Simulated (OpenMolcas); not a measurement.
# PH⁺ at 1.448 Å: OpenMolcas input and output

Input (each module block was a call of its own in one work directory; start orbitals came from a preliminary run):

```
&GATEWAY
Coord
2
angstrom
P 0.0 0.0 0.0
H 0.0 0.0 1.4480
Basis=ANO-RCC-VTZP
Group=XY
RX2C
AMFI
ANGMom
0.0 0.0 0.0
RICD
&SEWARD
&GUESSORB
* RASSCF and CASPT2 blocks for each multiplicity and irrep, as for the first:
&RASSCF
FileOrb=$CurrDir/o22.orb
Symmetry=2
Spin=2
nActEl=5 0 0
Inactive=3 2
RAS2=3 2
CIRoot=4 4 1
Linear
Iterations=120 100
OrbListing=Nothing
PRWF=0.15
>>COPY $Project.RasOrb $CurrDir/o22.orb
>>COPY $Project.rasscf.h5 $CurrDir/r22.h5
&CASPT2
XMultistate=all
Imaginary=0.2
IPEA=0.25
MaxIter=40
>>COPY $Project.JobMix JOB001
&RASSI
Nr of JobIphs=4 4 2 5 2
1 2 3 4
1 2
1 2 3 4 5
1 2
SpinOrbit
EJob
Omega
MEES
MESO
Properties=4
'AngMom' 3 'Mltpl  1' 1 'Mltpl  1' 2 'Mltpl  1' 3
Thrs=1.0d-4
>>COPY $Project.rassi.h5 $CurrDir/so.h5
```

```bash
pymolcas m.inp
```

C2 symmetry about the axis (a holds Σ, Δ, Γ; b holds Π, Φ, H; Σ⁺ and Σ⁻ are not told apart); roots by multiplicity and irrep: 2b 4, 4a 2, 2a 5, 4b 2.

RASSI part of the output, in excerpt:

```
SPIN-FREE ENERGIES:
  (Shifted by EMIN (a.u.) =       -341.8661486359)
 SF State       Relative EMIN(au)   Rel lowest level(eV)    D:o, cm**(-1)      Abs_M
     1             0.0000000000        0.0000000000              0.0000         1.0
     2             0.0000000019        0.0000000525              0.0004         1.0
     5             0.0608301384        1.6552723916          13350.6722         0.0
     7             0.1254647511        3.4140698020          27536.3300         2.0
     8             0.1254687567        3.4141787996          27537.2091         2.0
     9             0.1266934014        3.4475030800          27805.9876         0.0
    10             0.1649960738        4.4897718922          36212.4525         0.0
    11             0.2633506003        7.1661349040          57798.7759         0.0
     6             0.2845394433        7.7427126939          62449.1894         0.0
    12             0.2884703870        7.8496791206          63311.9318         1.0
    13             0.2884703982        7.8496794259          63311.9343         1.0
     3             0.2974327103        8.0935563635          65278.9345         1.0
     4             0.2974327447        8.0935572982          65278.9420         1.0
++ Dipole transition strengths (spin-free states):
     for osc. strength at least  1.00000000E-05
      From   To        Osc. strength     Einstein coefficients Ax, Ay, Az (sec-1)    Total A (sec-1)
         1    7       4.08332056E-03  5.26717342E+04  2.01255538E+06  0.00000000E+00  2.06522711E+06
         1    8       4.08344813E-03  2.01274659E+06  5.26769192E+04  0.00000000E+00  2.06542350E+06
         1    9       4.45739421E-03  2.39523986E+03  2.29639804E+06  0.00000000E+00  2.29879328E+06
         1   10       9.09972659E-03  7.95091976E+06  8.59231832E+03  0.00000000E+00  7.95951208E+06
         1   11       5.46372424E-04  1.21618332E+06  1.31474210E+03  0.00000000E+00  1.21749807E+06
         1    4       2.69662165E-03  0.00000000E+00  0.00000000E+00  7.66493467E+06  7.66493467E+06
         2    7       4.08331439E-03  2.01255217E+06  5.26717533E+04  0.00000000E+00  2.06522392E+06
         2    8       4.08344755E-03  5.26766582E+04  2.01274649E+06  0.00000000E+00  2.06542315E+06
         2    9       4.45740060E-03  2.29640123E+06  2.39527615E+03  0.00000000E+00  2.29879651E+06
         2   10       9.09972637E-03  8.59231590E+03  7.95091939E+06  0.00000000E+00  7.95951170E+06
         2   11       5.46372472E-04  1.31474365E+03  1.21618341E+06  0.00000000E+00  1.21749816E+06
         2    3       2.69662126E-03  0.00000000E+00  0.00000000E+00  7.66493168E+06  7.66493168E+06
         5    6       3.18802846E-02  0.00000000E+00  0.00000000E+00  5.12626637E+07  5.12626637E+07
         5   12       2.45631262E-03  4.75675356E+01  4.08966348E+06  0.00000000E+00  4.08971105E+06
         5   13       2.45631247E-03  4.08966364E+06  4.75674123E+01  0.00000000E+00  4.08971121E+06
         7    3       5.32358430E-03  5.00009591E+06  5.82682799E+04  0.00000000E+00  5.05836419E+06
         7    4       5.32361045E-03  5.82683678E+04  5.00012269E+06  0.00000000E+00  5.05839106E+06
         8    3       5.32347231E-03  5.82635708E+04  4.99975856E+06  0.00000000E+00  5.05802213E+06
         8    4       5.32347445E-03  4.99976125E+06  5.82649338E+04  0.00000000E+00  5.05802619E+06
         9    3       5.61968308E-02  5.26155820E+07  2.12504295E+04  0.00000000E+00  5.26368324E+07
         9    4       5.61968160E-02  2.12506341E+04  5.26155891E+07  0.00000000E+00  5.26368397E+07
        10   11       2.67678719E-03  0.00000000E+00  0.00000000E+00  8.31981046E+05  8.31981046E+05
        10    3       8.05105279E-04  1.72966820E+02  4.53538591E+05  0.00000000E+00  4.53711558E+05
        10    4       8.05105471E-04  4.53538934E+05  1.72967184E+02  0.00000000E+00  4.53711901E+05
         6   12       4.72029126E-05  2.72578026E-04  2.34351788E+01  0.00000000E+00  2.34354514E+01
         6   13       4.72030477E-05  2.34353797E+01  2.72580309E-04  0.00000000E+00  2.34356522E+01
 Electric-quadrupole - electric-quadrupole not included
 Electric-dipole - electric-octupole not included
 Electric-dipole - magnetic-quadrupole not included
   Eigenvalues of complex Hamiltonian:
  (Shifted by EMIN (a.u.) =       -341.8661486359)
 SO State       Relative EMIN(au)   Rel lowest level(eV)    D:o, cm**(-1)      Omega
     1            -0.0005782669        0.0000000000              0.0000         0.5
     2            -0.0005782669        0.0000000000              0.0000         0.5
     3             0.0005643081        0.0310910501            250.7662         1.5
     4             0.0005643081        0.0310910501            250.7662         1.5
     5             0.0608216578        1.6707770685          13475.7259         0.5
     6             0.0608216578        1.6707770685          13475.7259         0.5
     7             0.0608336853        1.6711043531          13478.3656         1.5
     8             0.0608336853        1.6711043531          13478.3656         1.5
     9             0.1254638057        3.4297795216          27663.0374         2.2
    10             0.1254638057        3.4297795216          27663.0374         2.2
    11             0.1254681004        3.4298963855          27663.9800         1.9
    12             0.1254681004        3.4298963855          27663.9800         1.9
    13             0.1266813323        3.4629101095          27930.2536         0.5
    14             0.1266813323        3.4629101095          27930.2536         0.5
    15             0.1650153829        4.5060327650          36343.6052         0.5
    16             0.1650153829        4.5060327650          36343.6052         0.5
    17             0.2633262644        7.1812081349          57920.3497         0.5
    18             0.2633262644        7.1812081349          57920.3497         0.5
    19             0.2845017867        7.7574234501          62567.8397         0.5
    20             0.2845017867        7.7574234501          62567.8397         0.5
    21             0.2845189244        7.7578897913          62571.6010         1.5
    22             0.2845189244        7.7578897913          62571.6010         1.5
    23             0.2879129615        7.8502462457          63316.5060         0.5
    24             0.2879129615        7.8502462457          63316.5060         0.5
    25             0.2883034642        7.8608723647          63402.2114         0.5
    26             0.2883034642        7.8608723647          63402.2114         0.5
    27             0.2886828369        7.8711956225          63485.4741         1.5
    28             0.2886828369        7.8711956225          63485.4741         1.5
    29             0.2890634148        7.8815516744          63569.0013         2.5
    30             0.2890634148        7.8815516744          63569.0013         2.5
    31             0.2968839952        8.0943605075          65285.4203         1.5
    32             0.2968839952        8.0943605075          65285.4203         1.5
    33             0.2979961203        8.1246229740          65529.5036         0.5
    34             0.2979961203        8.1246229740          65529.5036         0.5
 Weights of the five most important spin-orbit-free states for each spin-orbit state.
 SO State  Total energy (au)           Spin-free states, spin, and weights
    1        -0.000578       1 0.5  0.5000    2 0.5  0.5000    5 1.5  0.0000   10 0.5  0.0000    9 0.5  0.0000
    2        -0.000578       1 0.5  0.5000    2 0.5  0.5000    5 1.5  0.0000   10 0.5  0.0000    9 0.5  0.0000
    3         0.000564       2 0.5  0.4999    1 0.5  0.4999    5 1.5  0.0001    7 0.5  0.0000    8 0.5  0.0000
    4         0.000564       2 0.5  0.4999    1 0.5  0.4999    5 1.5  0.0001    7 0.5  0.0000    8 0.5  0.0000
    5         0.060822       5 1.5  0.9999   10 0.5  0.0001    2 0.5  0.0000    1 0.5  0.0000   12 1.5  0.0000
    6         0.060822       5 1.5  0.9999   10 0.5  0.0001    2 0.5  0.0000    1 0.5  0.0000   12 1.5  0.0000
    7         0.060834       5 1.5  0.9999    2 0.5  0.0000    1 0.5  0.0000    3 0.5  0.0000    4 0.5  0.0000
    8         0.060834       5 1.5  0.9999    2 0.5  0.0000    1 0.5  0.0000    3 0.5  0.0000    4 0.5  0.0000
    9         0.125464       7 0.5  0.9663    8 0.5  0.0337   12 1.5  0.0000   13 1.5  0.0000    2 0.5  0.0000
   10         0.125464       7 0.5  0.9663    8 0.5  0.0337   12 1.5  0.0000   13 1.5  0.0000    2 0.5  0.0000
   11         0.125468       8 0.5  0.9663    7 0.5  0.0337    2 0.5  0.0000    1 0.5  0.0000    3 0.5  0.0000
   12         0.125468       8 0.5  0.9663    7 0.5  0.0337    2 0.5  0.0000    1 0.5  0.0000    3 0.5  0.0000
   13         0.126681       9 0.5  0.9997   10 0.5  0.0003    1 0.5  0.0000    2 0.5  0.0000   13 1.5  0.0000
   14         0.126681       9 0.5  0.9997   10 0.5  0.0003    1 0.5  0.0000    2 0.5  0.0000   13 1.5  0.0000
   15         0.165015      10 0.5  0.9996    9 0.5  0.0003    5 1.5  0.0001   12 1.5  0.0000   13 1.5  0.0000
   16         0.165015      10 0.5  0.9996    9 0.5  0.0003    5 1.5  0.0001   12 1.5  0.0000   13 1.5  0.0000
   17         0.263326      11 0.5  0.9990   12 1.5  0.0004   13 1.5  0.0004    6 1.5  0.0002    1 0.5  0.0000
   18         0.263326      11 0.5  0.9990   12 1.5  0.0004   13 1.5  0.0004    6 1.5  0.0002    1 0.5  0.0000
   19         0.284502       6 1.5  0.9886   12 1.5  0.0056   13 1.5  0.0056   11 0.5  0.0001    3 0.5  0.0001
   20         0.284502       6 1.5  0.9886   12 1.5  0.0056   13 1.5  0.0056   11 0.5  0.0001    3 0.5  0.0001
   21         0.284519       6 1.5  0.9960   13 1.5  0.0017   12 1.5  0.0017    3 0.5  0.0003    4 0.5  0.0003
   22         0.284519       6 1.5  0.9960   13 1.5  0.0017   12 1.5  0.0017    3 0.5  0.0003    4 0.5  0.0003
   23         0.287913      12 1.5  0.4974   13 1.5  0.4974    6 1.5  0.0046   11 0.5  0.0006   10 0.5  0.0000
   24         0.287913      12 1.5  0.4974   13 1.5  0.4974    6 1.5  0.0046   11 0.5  0.0006   10 0.5  0.0000
   25         0.288303      12 1.5  0.4966   13 1.5  0.4966    6 1.5  0.0065   11 0.5  0.0003   10 0.5  0.0000
   26         0.288303      12 1.5  0.4966   13 1.5  0.4966    6 1.5  0.0065   11 0.5  0.0003   10 0.5  0.0000
   27         0.288683      13 1.5  0.4983   12 1.5  0.4983    6 1.5  0.0035    4 0.5  0.0000    3 0.5  0.0000
   28         0.288683      13 1.5  0.4983   12 1.5  0.4983    6 1.5  0.0035    4 0.5  0.0000    3 0.5  0.0000
   29         0.289063      13 1.5  0.5000   12 1.5  0.5000    8 0.5  0.0000    7 0.5  0.0000    6 1.5  0.0000
   30         0.289063      13 1.5  0.5000   12 1.5  0.5000    8 0.5  0.0000    7 0.5  0.0000    6 1.5  0.0000
   31         0.296884       3 0.5  0.4997    4 0.5  0.4997    6 1.5  0.0005    5 1.5  0.0000    8 0.5  0.0000
   32         0.296884       3 0.5  0.4997    4 0.5  0.4997    6 1.5  0.0005    5 1.5  0.0000    8 0.5  0.0000
   33         0.297996       4 0.5  0.4999    3 0.5  0.4999    6 1.5  0.0001   10 0.5  0.0000    5 1.5  0.0000
   34         0.297996       4 0.5  0.4999    3 0.5  0.4999    6 1.5  0.0001   10 0.5  0.0000    5 1.5  0.0000
++ Dipole transition strengths (SO states):
        for osc. strength at least   1.00000000E-05
      From   To        Osc. strength     Einstein coefficients Ax, Ay, Az (sec-1)    Total A (sec-1)
         1    9       2.62370034E-03  6.69614371E+05  6.69618767E+05  0.00000000E+00  1.33923314E+06
         1   11       5.58512156E-03  1.42552416E+06  1.42552155E+06  0.00000000E+00  2.85104571E+06
         1   13       4.68310931E-03  1.21841684E+06  1.21841904E+06  0.00000000E+00  2.43683588E+06
         1   15       8.87247676E-03  3.90853378E+06  3.90852019E+06  0.00000000E+00  7.81705397E+06
         1   17       5.46891164E-04  6.11894009E+05  6.11892001E+05  0.00000000E+00  1.22378601E+06
         1   33       2.71834425E-03  0.00000000E+00  0.00000000E+00  7.78610824E+06  7.78610824E+06
         2   10       2.62370034E-03  6.69614371E+05  6.69618767E+05  0.00000000E+00  1.33923314E+06
         2   12       5.58512156E-03  1.42552416E+06  1.42552155E+06  0.00000000E+00  2.85104571E+06
         2   14       4.68310931E-03  1.21841684E+06  1.21841904E+06  0.00000000E+00  2.43683588E+06
         2   16       8.87247676E-03  3.90853378E+06  3.90852019E+06  0.00000000E+00  7.81705397E+06
         2   18       5.46891164E-04  6.11894009E+05  6.11892001E+05  0.00000000E+00  1.22378601E+06
         2   34       2.71834425E-03  0.00000000E+00  0.00000000E+00  7.78610824E+06  7.78610824E+06
         3    9       5.52795147E-03  1.38537291E+06  1.38537164E+06  0.00000000E+00  2.77074455E+06
         3   11       2.59702156E-03  6.50888685E+05  6.50891590E+05  0.00000000E+00  1.30178027E+06
         3   13       4.23523581E-03  1.08219866E+06  1.08219328E+06  0.00000000E+00  2.16439195E+06
         3   15       9.32233613E-03  4.05021772E+06  4.05023094E+06  0.00000000E+00  8.10044865E+06
         3   17       5.46403384E-04  6.06064004E+05  6.06066099E+05  0.00000000E+00  1.21213010E+06
         3   31       2.69461432E-03  0.00000000E+00  0.00000000E+00  7.60201126E+06  7.60201126E+06
         4   10       5.52795147E-03  1.38537291E+06  1.38537164E+06  0.00000000E+00  2.77074455E+06
         4   12       2.59702156E-03  6.50888685E+05  6.50891590E+05  0.00000000E+00  1.30178027E+06
         4   14       4.23523581E-03  1.08219866E+06  1.08219328E+06  0.00000000E+00  2.16439195E+06
         4   16       9.32233613E-03  4.05021772E+06  4.05023094E+06  0.00000000E+00  8.10044865E+06
         4   18       5.46403384E-04  6.06064004E+05  6.06066099E+05  0.00000000E+00  1.21213010E+06
         4   32       2.69461432E-03  0.00000000E+00  0.00000000E+00  7.60201126E+06  7.60201126E+06
         5   19       3.15015233E-02  0.00000000E+00  0.00000000E+00  5.06404139E+07  5.06404139E+07
...
```

Only roots inside an energy window near the equilibrium distance were included, so the list of states is not complete; labels number the states computed. Each spin and symmetry block has orbitals of its own, averaged over its own roots, so gaps between blocks are less sure than gaps within one and near the minimum can be off by tenths of an eV, in bad cases by more. No Rydberg orbitals are active, so Rydberg states, and σ→σ* states whose orbital the CASSCF left unused, can be missing between those listed.
